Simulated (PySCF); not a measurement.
**BCl at PBE0**

Computed with PBE0; B def2-TZVP, Cl def2-TZVP; no relativity (PySCF 2.14).

```json
{
  "state": "¹Σ⁺ (singlet), closed shell",
  "bond length": "1.718 Å",
  "harmonic wavenumber": "841 cm⁻¹",
  "force constant": "3.49 mdyn/Å",
  "rotational constant Be": "0.6822 cm⁻¹",
  "anharmonicity ωexe": "5.23 cm⁻¹",
  "vibration–rotation constant αe": "0.00668 cm⁻¹",
  "well depth De to B + Cl": "122.9 kcal/mol",
  "dissociation energy D0": "121.7 kcal/mol",
  "HOMO–LUMO gap": "5.56 eV",
  "bond order (Mayer)": "1.44",
  "dipole moment (positive dipole means B(−)Cl(+))": "1.64 D"
}
```
